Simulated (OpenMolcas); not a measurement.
## CO⁻ at 1.223 Å: OpenMolcas input and output

Input (each module block was a call of its own in one work directory; start orbitals came from a preliminary run):

```
&GATEWAY
Coord
2
angstrom
O 0.0 0.0 0.0
C 0.0 0.0 1.2230
Basis=ANO-RCC-VTZP
Group=XY
RX2C
AMFI
ANGMom
0.0 0.0 0.0
RICD
&SEWARD
&GUESSORB
* RASSCF and CASPT2 blocks for each multiplicity and irrep, as for the first:
&RASSCF
FileOrb=$CurrDir/o21.orb
Symmetry=1
Spin=2
nActEl=9 0 0
Inactive=3 0
RAS2=3 4
CIRoot=8 8 1
Linear
Iterations=120 100
OrbListing=Nothing
PRWF=0.15
>>COPY $Project.RasOrb $CurrDir/o21.orb
>>COPY $Project.rasscf.h5 $CurrDir/r21.h5
&CASPT2
XMultistate=all
Imaginary=0.2
IPEA=0.25
MaxIter=40
>>COPY $Project.JobMix JOB001
&RASSI
Nr of JobIphs=3 8 6 4
1 2 3 4 5 6 7 8
1 2 3 4 5 6
1 2 3 4
SpinOrbit
EJob
Omega
MEES
MESO
Properties=4
'AngMom' 3 'Mltpl  1' 1 'Mltpl  1' 2 'Mltpl  1' 3
Thrs=1.0d-4
>>COPY $Project.rassi.h5 $CurrDir/so.h5
```

```bash
pymolcas m.inp
```

C2 symmetry about the axis (a holds Σ, Δ, Γ; b holds Π, Φ, H; Σ⁺ and Σ⁻ are not told apart); roots by multiplicity and irrep: 2a 8, 4a 6, 4b 4.

RASSI part of the output, in excerpt:

```
SPIN-FREE ENERGIES:
  (Shifted by EMIN (a.u.) =       -113.0424091311)
 SF State       Relative EMIN(au)   Rel lowest level(eV)    D:o, cm**(-1)      Abs_M
     1             0.0000000000        0.0000000000              0.0000         0.0
     9             0.0737223539        2.0060874465          16180.1864         0.0
     2             0.1473300537        4.0090549957          32335.2092         2.0
     3             0.1475645953        4.0154371992          32386.6852         2.0
    15             0.1622791129        4.4158396203          35616.1485         1.0
    16             0.1622791141        4.4158396533          35616.1487         1.0
     4             0.1776211870        4.8333187249          38983.3445         0.0
     5             0.1938331992        5.2744700515          42541.4699         0.0
    17             0.2099065488        5.7118481753          46069.1624         1.0
    18             0.2099065498        5.7118482009          46069.1626         1.0
    10             0.2411784099        6.5627988670          52932.5426         0.0
     6             0.2496801689        6.7941435130          54798.4630         0.0
    11             0.2730640689        7.4304518476          59930.6359         2.0
    12             0.2731085319        7.4316617489          59940.3944         2.0
     7             0.2817022348        7.6655083171          61826.4941         2.0
     8             0.2818894549        7.6706028371          61867.5842         2.0
    13             0.2918614403        7.9419543816          64056.1820         0.0
    14             0.3022579171        8.2248569280          66337.9449         0.0
++ Dipole transition strengths (spin-free states):
     for osc. strength at least  1.00000000E-05
      From   To        Osc. strength     Einstein coefficients Ax, Ay, Az (sec-1)    Total A (sec-1)
         1    4       5.66356213E-05  0.00000000E+00  0.00000000E+00  5.74103360E+04  5.74103360E+04
         1    6       1.34113128E-05  0.00000000E+00  0.00000000E+00  2.68627378E+04  2.68627378E+04
         9   15       1.32049450E-02  3.32724610E+06  4.58331513E+01  0.00000000E+00  3.32729193E+06
         9   16       1.32049457E-02  4.58332522E+01  3.32724636E+06  0.00000000E+00  3.32729219E+06
         9   17       8.16679282E-04  4.86597430E+05  5.15715836E+01  0.00000000E+00  4.86649002E+05
         9   18       8.16679603E-04  5.15711429E+01  4.86597629E+05  0.00000000E+00  4.86649200E+05
         9   13       9.12338228E-03  0.00000000E+00  0.00000000E+00  1.39487001E+07  1.39487001E+07
         9   14       3.36211369E-02  0.00000000E+00  0.00000000E+00  5.64197116E+07  5.64197116E+07
         2    7       1.34517228E-05  0.00000000E+00  0.00000000E+00  7.80382506E+03  7.80382506E+03
         2    8       3.61831342E-04  0.00000000E+00  0.00000000E+00  2.10496635E+05  2.10496635E+05
         3    7       3.69070859E-04  0.00000000E+00  0.00000000E+00  2.13364399E+05  2.13364399E+05
         3    8       1.24447212E-05  0.00000000E+00  0.00000000E+00  7.21454330E+03  7.21454330E+03
        15   17       3.35546411E-04  0.00000000E+00  0.00000000E+00  2.44555753E+04  2.44555753E+04
        15   10       1.45526407E-04  2.91058059E-02  2.91070722E+04  0.00000000E+00  2.91071013E+04
        15   11       3.00376084E-04  1.02433371E+05  1.60173784E+04  0.00000000E+00  1.18450749E+05
        15   12       3.00496237E-04  1.60367006E+04  1.02556567E+05  0.00000000E+00  1.18593267E+05
        15   13       4.85622707E-04  2.61994808E+05  5.26939273E+00  0.00000000E+00  2.62000078E+05
        15   14       4.82798639E-05  3.03942030E+04  7.50212360E-01  0.00000000E+00  3.03949532E+04
        16   18       3.35546451E-04  0.00000000E+00  0.00000000E+00  2.44555780E+04  2.44555780E+04
        16   10       1.45526721E-04  2.91071341E+04  2.91046267E-02  0.00000000E+00  2.91071632E+04
        16   11       3.00375678E-04  1.60174068E+04  1.02433180E+05  0.00000000E+00  1.18450587E+05
        16   12       3.00496633E-04  1.02556750E+05  1.60366711E+04  0.00000000E+00  1.18593421E+05
        16   13       4.85622114E-04  5.26945203E+00  2.61994484E+05  0.00000000E+00  2.61999753E+05
        16   14       4.82797320E-05  7.50188916E-01  3.03941194E+04  0.00000000E+00  3.03948696E+04
         4    6       6.92250919E-04  0.00000000E+00  0.00000000E+00  1.15491672E+05  1.15491672E+05
        17   10       2.07997554E-03  1.02851720E+01  6.53443761E+04  0.00000000E+00  6.53546613E+04
        17   11       2.52683425E-03  2.76069168E+05  4.77762638E+04  0.00000000E+00  3.23845432E+05
        17   12       2.52861323E-03  4.78772372E+04  2.76652651E+05  0.00000000E+00  3.24529888E+05
        17   13       1.19343725E-03  2.57510568E+05  3.86480541E+01  0.00000000E+00  2.57549216E+05
        17   14       3.01949532E-04  8.27305464E+04  1.25774175E+01  0.00000000E+00  8.27431238E+04
        18   10       2.07997549E-03  6.53443706E+04  1.02851602E+01  0.00000000E+00  6.53546557E+04
        18   11       2.52683425E-03  4.77762614E+04  2.76069160E+05  0.00000000E+00  3.23845422E+05
        18   12       2.52861306E-03  2.76652619E+05  4.78772378E+04  0.00000000E+00  3.24529857E+05
        18   13       1.19343736E-03  3.86479769E+01  2.57510585E+05  0.00000000E+00  2.57549233E+05
        18   14       3.01949578E-04  1.25773846E+01  8.27305573E+04  0.00000000E+00  8.27431347E+04
        13   14       1.19269061E-02  0.00000000E+00  0.00000000E+00  4.14200924E+04  4.14200924E+04
 Electric-quadrupole - electric-quadrupole not included
 Electric-dipole - electric-octupole not included
 Electric-dipole - magnetic-quadrupole not included
   Eigenvalues of complex Hamiltonian:
  (Shifted by EMIN (a.u.) =       -113.0424091311)
 SO State       Relative EMIN(au)   Rel lowest level(eV)    D:o, cm**(-1)      Omega
     1            -0.0000003933        0.0000000000              0.0000         0.5
     2            -0.0000003933        0.0000000000              0.0000         0.5
     3             0.0737212738        2.0060687584          16180.0357         0.5
     4             0.0737212738        2.0060687584          16180.0357         0.5
     5             0.0737222848        2.0060962687          16180.2576         1.5
     6             0.0737222848        2.0060962687          16180.2576         1.5
     7             0.1473276561        4.0090004591          32334.7693         2.0
     8             0.1473276561        4.0090004591          32334.7693         2.0
     9             0.1475669770        4.0155127104          32387.2942         2.2
    10             0.1475669770        4.0155127104          32387.2942         2.2
    11             0.1619935513        4.4080797977          35553.5613         2.5
    12             0.1619935513        4.4080797977          35553.5613         2.5
    13             0.1621837294        4.4132548057          35595.3005         1.5
    14             0.1621837294        4.4132548057          35595.3005         1.5
    15             0.1623736406        4.4184225530          35636.9812         0.5
    16             0.1623736406        4.4184225530          35636.9812         0.5
    17             0.1625632842        4.4235830191          35678.6032         0.5
    18             0.1625632842        4.4235830191          35678.6032         0.5
    19             0.1776199809        4.8332966095          38983.1662         0.5
    20             0.1776199809        4.8332966095          38983.1662         0.5
    21             0.1938368394        5.2745798095          42542.3552         0.5
    22             0.1938368394        5.2745798095          42542.3552         0.5
    23             0.2096966432        5.7061470548          46023.1798         0.5
    24             0.2096966432        5.7061470548          46023.1798         0.5
    25             0.2098362723        5.7099465575          46053.8248         0.5
    26             0.2098362723        5.7099465575          46053.8248         0.5
    27             0.2099761364        5.7137524544          46084.5215         1.5
    28             0.2099761364        5.7137524544          46084.5215         1.5
    29             0.2101162367        5.7175647771          46115.2699         2.5
    30             0.2101162367        5.7175647771          46115.2699         2.5
    31             0.2411756851        6.5627354241          52932.0309         1.5
    32             0.2411756851        6.5627354241          52932.0309         1.5
    33             0.2411784591        6.5628109095          52932.6397         0.5
    34             0.2411784591        6.5628109095          52932.6397         0.5
    35             0.2496795088        6.7941362542          54798.4045         0.5
    36             0.2496795088        6.7941362542          54798.4045         0.5
    37             0.2729666184        7.4278107877          59909.3343         3.5
    38             0.2729666184        7.4278107877          59909.3343         3.5
    39             0.2730413147        7.4298433782          59925.7282         2.4
    40             0.2730413147        7.4298433782          59925.7282         2.4
    41             0.2731314798        7.4322968965          59945.5172         1.6
    42             0.2731314798        7.4322968965          59945.5172         1.6
    43             0.2732061012        7.4343274479          59961.8947         0.6
    44             0.2732061012        7.4343274479          59961.8947         0.6
    45             0.2816373787        7.6637541951          61812.3462         2.4
    46             0.2816373787        7.6637541951          61812.3462         2.4
    47             0.2819544560        7.6723823097          61881.9366         1.6
    48             0.2819544560        7.6723823097          61881.9366         1.6
    49             0.2918626949        7.9419992252          64056.5437         0.5
    50             0.2918626949        7.9419992252          64056.5437         0.5
    51             0.2918639978        7.9420346789          64056.8297         1.5
    52             0.2918639978        7.9420346789          64056.8297         1.5
    53             0.3022585399        8.2248845799          66338.1680         1.5
    54             0.3022585399        8.2248845799          66338.1680         1.5
    55             0.3022586417        8.2248873499          66338.1903         0.5
    56             0.3022586417        8.2248873499          66338.1903         0.5
 Weights of the five most important spin-orbit-free states for each spin-orbit state.
 SO State  Total energy (au)           Spin-free states, spin, and weights
    1        -0.000000       1 0.5  1.0000   17 1.5  0.0000   18 1.5  0.0000   13 1.5  0.0000   14 1.5  0.0000
    2        -0.000000       1 0.5  1.0000   17 1.5  0.0000   18 1.5  0.0000   13 1.5  0.0000   14 1.5  0.0000
    3         0.073721       9 1.5  1.0000    4 0.5  0.0000   15 1.5  0.0000   16 1.5  0.0000   17 1.5  0.0000
    4         0.073721       9 1.5  1.0000    4 0.5  0.0000   15 1.5  0.0000   16 1.5  0.0000   17 1.5  0.0000
    5         0.073722       9 1.5  1.0000   15 1.5  0.0000   16 1.5  0.0000   17 1.5  0.0000   18 1.5  0.0000
    6         0.073722       9 1.5  1.0000   15 1.5  0.0000   16 1.5  0.0000   17 1.5  0.0000   18 1.5  0.0000
    7         0.147328       2 0.5  0.9900    3 0.5  0.0100   15 1.5  0.0000   16 1.5  0.0000   17 1.5  0.0000
    8         0.147328       2 0.5  0.9900    3 0.5  0.0100   15 1.5  0.0000   16 1.5  0.0000   17 1.5  0.0000
    9         0.147567       3 0.5  0.9900    2 0.5  0.0100   15 1.5  0.0000   16 1.5  0.0000   17 1.5  0.0000
   10         0.147567       3 0.5  0.9900    2 0.5  0.0100   15 1.5  0.0000   16 1.5  0.0000   17 1.5  0.0000
   11         0.161994      15 1.5  0.5000   16 1.5  0.5000    3 0.5  0.0000    2 0.5  0.0000    7 0.5  0.0000
   12         0.161994      15 1.5  0.5000   16 1.5  0.5000    3 0.5  0.0000    2 0.5  0.0000    7 0.5  0.0000
   13         0.162184      15 1.5  0.5000   16 1.5  0.5000   14 1.5  0.0000    9 1.5  0.0000   13 1.5  0.0000
   14         0.162184      15 1.5  0.5000   16 1.5  0.5000   14 1.5  0.0000    9 1.5  0.0000   13 1.5  0.0000
   15         0.162374      16 1.5  0.5000   15 1.5  0.5000    5 0.5  0.0000   14 1.5  0.0000    9 1.5  0.0000
   16         0.162374      16 1.5  0.5000   15 1.5  0.5000    5 0.5  0.0000   14 1.5  0.0000    9 1.5  0.0000
   17         0.162563      16 1.5  0.5000   15 1.5  0.5000    5 0.5  0.0000   14 1.5  0.0000    9 1.5  0.0000
   18         0.162563      16 1.5  0.5000   15 1.5  0.5000    5 0.5  0.0000   14 1.5  0.0000    9 1.5  0.0000
   19         0.177620       4 0.5  0.9999    5 0.5  0.0001    9 1.5  0.0000   17 1.5  0.0000   18 1.5  0.0000
   20         0.177620       4 0.5  0.9999    5 0.5  0.0001    9 1.5  0.0000   17 1.5  0.0000   18 1.5  0.0000
   21         0.193837       5 0.5  0.9998    4 0.5  0.0001   16 1.5  0.0000   15 1.5  0.0000   10 1.5  0.0000
   22         0.193837       5 0.5  0.9998    4 0.5  0.0001   16 1.5  0.0000   15 1.5  0.0000   10 1.5  0.0000
   23         0.209697      17 1.5  0.5000   18 1.5  0.5000   10 1.5  0.0000    6 0.5  0.0000    1 0.5  0.0000
   24         0.209697      17 1.5  0.5000   18 1.5  0.5000   10 1.5  0.0000    6 0.5  0.0000    1 0.5  0.0000
   25         0.209836      17 1.5  0.5000   18 1.5  0.5000   10 1.5  0.0000   11 1.5  0.0000   12 1.5  0.0000
   26         0.209836      17 1.5  0.5000   18 1.5  0.5000   10 1.5  0.0000   11 1.5  0.0000   12 1.5  0.0000
   27         0.209976      18 1.5  0.5000   17 1.5  0.5000   10 1.5  0.0000   11 1.5  0.0000   12 1.5  0.0000
   28         0.209976      18 1.5  0.5000   17 1.5  0.5000   10 1.5  0.0000   11 1.5  0.0000   12 1.5  0.0000
   29         0.210116      18 1.5  0.5000   17 1.5  0.5000   11 1.5  0.0000   12 1.5  0.0000    7 0.5  0.0000
   30         0.210116      18 1.5  0.5000   17 1.5  0.5000   11 1.5  0.0000
```

Only roots inside an energy window near the equilibrium distance were included, so the list of states is not complete; labels number the states computed. Each spin and symmetry block has orbitals of its own, averaged over its own roots, so gaps between blocks are less sure than gaps within one and near the minimum can be off by tenths of an eV, in bad cases by more. No Rydberg orbitals are active, so Rydberg states, and σ→σ* states whose orbital the CASSCF left unused, can be missing between those listed. CASPT2 splits the two components of degenerate states numerically, here by up to 51 cm⁻¹. For an anion, states above the electron-detachment threshold (often below 1 to 3 eV) are held by the basis set and are not bound levels. No roots were computed in block 2b (none fell in the window or the block failed), so states of that kind are missing and can lie low or lowest.
